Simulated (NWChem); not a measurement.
System: disilane (Si$_{2}$H$_{6}$); SMILES [SiH3][SiH3]

Parts of the log:

```
             Northwest Computational Chemistry Package (NWChem) 7.3.0
             --------------------------------------------------------

 S6  symmetry detected

                             Geometry "geometry" -> ""
                             -------------------------

 Output coordinates in angstroms (scale by  1.889725989 to convert to a.u.)

  No.       Tag          Charge          X              Y              Z
 ---- ---------------- ---------- -------------- -------------- --------------
    1 Si                  14.0000     0.00000000     0.00000000     1.15259551
    2 Si                  14.0000     0.00000000     0.00000000    -1.15259551
    3 H                    1.0000    -1.28151123    -0.43750113     1.71392334
    4 H                    1.0000     0.26186853     1.32857185     1.71392334
    5 H                    1.0000     1.01964271    -0.89107072     1.71392334
    6 H                    1.0000    -0.26186853    -1.32857185    -1.71392334
    7 H                    1.0000     1.28151123     0.43750113    -1.71392334
    8 H                    1.0000    -1.01964271     0.89107072    -1.71392334

 Effective nuclear repulsion energy (a.u.)      91.9172673910

      Symmetry information
      --------------------

 Group name              S6
 Group number             38
 Group order               6
 No. of unique centers     2

                                Z-matrix (autoz)
                                --------

 Units are Angstrom for bonds and degrees for angles

      Type          Name      I     J     K     L     M      Value
      ----------- --------  ----- ----- ----- ----- ----- ----------
    1 Stretch                  1     2                       2.30519
    2 Stretch                  1     3                       1.46587
    3 Stretch                  1     4                       1.46587
    4 Stretch                  1     5                       1.46587
    5 Stretch                  2     6                       1.46587
    6 Stretch                  2     7                       1.46587
    7 Stretch                  2     8                       1.46587
    8 Bend                     1     2     6               112.51543
    9 Bend                     1     2     7               112.51543
   10 Bend                     1     2     8               112.51543
   11 Bend                     2     1     3               112.51543
   12 Bend                     2     1     4               112.51543
   13 Bend                     2     1     5               112.51543
   14 Bend                     3     1     4               106.26285
   15 Bend                     3     1     5               106.26285
   16 Bend                     4     1     5               106.26285
   17 Bend                     6     2     7               106.26285
   18 Bend                     6     2     8               106.26285
   19 Bend                     7     2     8               106.26285
   20 Torsion                  3     1     2     6         -60.00000
   21 Torsion                  3     1     2     7         180.00000
   22 Torsion                  3     1     2     8          60.00000
   23 Torsion                  4     1     2     6        -180.00000
   24 Torsion                  4     1     2     7          60.00000
   25 Torsion                  4     1     2     8         -60.00000
   26 Torsion                  5     1     2     6          60.00000
   27 Torsion                  5     1     2     7         -60.00000
   28 Torsion                  5     1     2     8         180.00000

  pbe96 is a nonlocal functional; adding pw91lda local functional.

                           NWChem Geometry Optimization
                           ----------------------------

 maximum gradient threshold         (gmax) =   0.000450
 rms gradient threshold             (grms) =   0.000300
 maximum cartesian step threshold   (xmax) =   0.001800
 rms cartesian step threshold       (xrms) =   0.001200
 fixed trust radius                (trust) =   0.050000
 source of zmatrix                         =   autoz

          -------------------
          Energy Minimization
          -------------------

 Using diagonal initial Hessian
 Scaling for Hessian diagonals: bonds = 1.00  angles = 0.25  torsions = 0.10

          --------
          Step   0

                                 NWChem DFT Module
                                 -----------------

 Summary of "ao basis" -> "ao basis" (spherical)
 ------------------------------------------------------------------------------
       Tag                 Description            Shells   Functions and Types
 ---------------- ------------------------------  ------  ---------------------
 Si                          6-31g*                  8       18   4s3p1d
 H                           6-31g*                  2        2   2s

      Symmetry analysis of basis
      --------------------------

        ag         10
        au         10
        eg+         7
        eg-         7
        eu+         7
        eu-         7

[...]

      ----------------------
      Optimization converged
      ----------------------

  Step       Energy      Delta E   Gmax     Grms     Xrms     Xmax
  ---- ---------------- -------- -------- -------- -------- --------
@    6    -582.21163998 -1.8D-08  0.00000  0.00000  0.00005  0.00013
                                     ok       ok       ok       ok

                                Z-matrix (autoz)
                                --------

 Units are Angstrom for bonds and degrees for angles

      Type          Name      I     J     K     L     M      Value     Gradient
      ----------- --------  ----- ----- ----- ----- ----- ---------- ----------
    1 Stretch                  1     2                       2.34967    0.00000
    2 Stretch                  1     3                       1.50184    0.00000
    3 Stretch                  1     4                       1.50184    0.00000
    4 Stretch                  1     5                       1.50184    0.00000
    5 Stretch                  2     6                       1.50184    0.00000
    6 Stretch                  2     7                       1.50184    0.00000
    7 Stretch                  2     8                       1.50184    0.00000
    8 Bend                     1     2     6               110.65361   -0.00000
    9 Bend                     1     2     7               110.65361   -0.00000
   10 Bend                     1     2     8               110.65361   -0.00000
   11 Bend                     2     1     3               110.65361   -0.00000
   12 Bend                     2     1     4               110.65361   -0.00000
   13 Bend                     2     1     5               110.65361   -0.00000
   14 Bend                     3     1     4               108.26339    0.00000
   15 Bend                     3     1     5               108.26339    0.00000
   16 Bend                     4     1     5               108.26339    0.00000
   17 Bend                     6     2     7               108.26339    0.00000
   18 Bend                     6     2     8               108.26339    0.00000
   19 Bend                     7     2     8               108.26339    0.00000
   20 Torsion                  3     1     2     6         -60.00000    0.00000
   21 Torsion                  3     1     2     7         180.00000   -0.00000
   22 Torsion                  3     1     2     8          60.00000   -0.00000
   23 Torsion                  4     1     2     6         180.00000    0.00000
   24 Torsion                  4     1     2     7          60.00000   -0.00000
   25 Torsion                  4     1     2     8         -60.00000   -0.00000
   26 Torsion                  5     1     2     6          60.00000    0.00000
   27 Torsion                  5     1     2     7         -60.00000   -0.00000
   28 Torsion                  5     1     2     8        -180.00000   -0.00000

                         Geometry "geometry" -> "geometry"
                         ---------------------------------

 Output coordinates in angstroms (scale by  1.889725989 to convert to a.u.)

  No.       Tag          Charge          X              Y              Z
 ---- ---------------- ---------- -------------- -------------- --------------
    1 Si                  14.0000    -0.00000000     0.00000000     1.17483527
    2 Si                  14.0000     0.00000000     0.00000000    -1.17483527
    3 H                    1.0000    -1.32994798    -0.45403718     1.70455970
    4 H                    1.0000     0.27176626     1.37878732     1.70455970
    5 H                    1.0000     1.05818172    -0.92475015     1.70455970
    6 H                    1.0000    -0.27176626    -1.37878732    -1.70455970
    7 H                    1.0000     1.32994798     0.45403718    -1.70455970
    8 H                    1.0000    -1.05818172     0.92475015    -1.70455970

 Effective nuclear repulsion energy (a.u.)      90.1376684616

      Symmetry information
      --------------------

 Group name              S6
 Group number             38
 Group order               6
 No. of unique centers     2

                Final and change from initial internal coordinates
                --------------------------------------------------

                                Z-matrix (autoz)
                                --------

 Units are Angstrom for bonds and degrees for angles

[...]
```

Level: PBE/6-31G* (spherical d). 

### Question
Which NWChem input produces such a log?

### Answer
Several could match; the one computed here: the input that was run:
```
start job
memory heap 200 mb stack 900 mb global 1100 mb
geometry units angstroms
  Si    -1.146259     0.118904    -0.020676
  Si     1.146253    -0.118974     0.020657
  H     -1.785795    -0.771342    -0.993571
  H     -1.561813     1.480480    -0.374345
  H     -1.764963    -0.177059     1.274665
  H      1.563505    -1.478208     0.376253
  H      1.786070     0.773606     0.991313
  H      1.764658     0.173977    -1.275511
end
basis spherical
  * library 6-31g*
end
dft
  xc xpbe96 cpbe96
  iterations 150
end
driver
  maxiter 150
  trust 0.05
end
task dft optimize
```
